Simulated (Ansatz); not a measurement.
System: C2H3O2, net charge 0, doublet state. It need not be the lowest isomer of its formula. 
Coordinates optimised at B3LYP-D3(BJ)/def2-TZVP (Ansatz, a program for electronic structure):
SMILES: CO[C]=O
```xyz
7

C     -0.9614    -0.0741     0.0045
O     -0.8574    -1.2555    -0.0092
O     -0.0521     0.8706     0.0100
C      1.3414     0.4223    -0.0028
H      1.9343     1.3307     0.0041
H      1.5358    -0.1804     0.8822
H      1.5258    -0.1605    -0.9030
```
Charge 0, spin multiplicity 2.

Basis-set convergence of Hartree-Fock and MP2 correlation energies (hartree) with Ansatz. Correlated levels leave the core frozen unless marked. Open shells are spin-unrestricted. No spin-orbit coupling. No relativistic terms.

```tsv
basis	functions	E(HF)	E(corr, MP2)
cc-pVDZ	71	-227.17299	-0.61233
cc-pVTZ	162	___	___
```

**Question.** Some entries are withheld; supply them.

**Answer.** 
- cc-pVTZ, E(HF): -227.24235
- cc-pVTZ, E(corr, MP2): -0.76768
